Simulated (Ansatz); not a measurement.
## What a trial cell of Si2N relaxes into

Level of theory: DFT PBE, scalar-relativistic, plane waves, PAW (Ansatz). Cutoff 420 eV, Γ-centred k mesh, Gaussian smearing, no spin polarisation in the final step.

The start puts Si2N on the cuprite structure type (Pn-3m, No. 224), with N in place of O, Si in place of Cu, at a guessed volume.

```xyz
6
Lattice="4.3658 0.0000 0.0000 0.0000 4.3658 0.0000 0.0000 0.0000 4.3658" Properties=species:S:1:pos:R:3 pbc="T T T"
Si    1.0914    1.0914    1.0914
Si    1.0914    3.2743    3.2743
Si    3.2743    3.2743    1.0914
Si    3.2743    1.0914    3.2743
N     0.0000    0.0000    0.0000
N     2.1829    2.1829    2.1829
```

Steps on the 4×4×4 mesh (6 atoms). 5 of 6 steps are shown, and the free energy counts from the last. Trial steps that were taken back and renewals of the plane-wave basis can be among the rows.

```tsv
step	ΔF (meV/atom)	V (Å³/atom)	P (GPa)
1	59.9	13.87	-10.93
2	19.7	13.17	-6.99
3	0.7	12.09	3.07
4	-1.1	12.40	-0.59
6	0.0	12.35	-0.19
```

A final relaxation ran on a 10×10×10 mesh. The relaxed crystal, Pn-3m (No. 224):

```cif
data_structure
_symmetry_space_group_name_H-M 'Pn-3m:1'
_symmetry_Int_Tables_number 224
_cell_length_a 4.2027
_cell_length_b 4.2027
_cell_length_c 4.2027
_cell_angle_alpha 90.000
_cell_angle_beta 90.000
_cell_angle_gamma 90.000
_cell_volume 74.23
loop_
_atom_site_label
_atom_site_type_symbol
_atom_site_symmetry_multiplicity
_atom_site_Wyckoff_symbol
_atom_site_fract_x
_atom_site_fract_y
_atom_site_fract_z
_atom_site_occupancy
Si1 Si 4 b 0.25000 0.25000 0.25000 1
N1 N 2 a 0.00000 0.00000 0.00000 1
```

- Volume per atom: 12.37 Å³
- Density: 3.14 g/cm³
- Energy over the elements: 0.55 eV/atom
- Gap on the 10×10×10 mesh: 0 eV (a metal)

Energies over the elements count from the elements' standard structures at the same level (N₂ as a molecule), with no empirical corrections.

The final run used a 10×10×10 mesh on its 6-atom cell and 0.10 eV smearing. The k mesh leaves about 4 meV/atom of noise in metals.

Symmetry constrained the relaxation, so the result can be a saddle point.

Cost: 3 runs of about 0.28 core-minutes in all, on Intel Xeon 6975P-C (Granite Rapids) (shared hosts).